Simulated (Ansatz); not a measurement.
## ZnO₃: from a trial structure to a relaxed crystal

Method: DFT PBE, scalar-relativistic, plane waves, PAW (Ansatz 0.2.0). Cutoff 420 eV, Γ-centred k mesh, Gaussian smearing, collinear spin, first started from parallel moments.

ZnO₃ was placed on the Cu3Au (L1_2) structure type (Pm-3m, No. 221), with Zn in place of Au, O in place of Cu, at a guessed volume.

```
CELL_PARAMETERS angstrom
3.29831 0.00000 0.00000
0.00000 3.29831 0.00000
0.00000 0.00000 3.29831
ATOMIC_POSITIONS crystal
Zn 0.00000 0.00000 0.00000
O 0.00000 0.50000 0.50000
O 0.50000 0.00000 0.50000
O 0.50000 0.50000 0.00000
```

Cell and atoms relax at zero pressure; the relaxation can't lower the symmetry of the start. After a coarse first stage the cell is made exact in the group found at 0.06 Å.

The zero of energy is the elements' standard structures at the same level (O₂ as a molecule); no fitted shifts are applied.

(1) What does it relax into?

(2) What are its volume, energy, gap and moment?

Results:

(1) It keeps Pm-3m (No. 221). The result has the Cu3Au (L1_2) structure. Conventional cell: a = 3.393 Å. Zn is coordinated by 12 O at 2.40 Å; O has 4 Zn at 2.40 Å and 8 O at 2.40 Å.

```
Zn O
1.0
     3.39256    0.00000    0.00000
     0.00000    3.39256    0.00000
     0.00000    0.00000    3.39256
Zn O
1 3
Direct
  0.00000 0.00000 0.00000
  0.00000 0.50000 0.50000
  0.50000 0.00000 0.50000
  0.50000 0.50000 0.00000
```

(2) The volume per atom is 9.76 Å³ and the density is 4.82 g/cm³. The energy over the elements is 0.75 eV/atom and the gap on the 14×14×14 mesh is 0 eV (a metal). The net moment per atom is 1.00 μB and the largest site moment is 1.32 μB.

The final run used a 14×14×14 mesh on its 4-atom cell and 0.10 eV smearing. For metals, differences of a few meV/atom aren't resolved. Symmetry constrained the relaxation, so the result can be a saddle point. The steps took of the order of 60 core-seconds in all.

Cost: 3 runs of about 1.1 core-minutes in all, on Arm Neoverse V2 (shared hosts).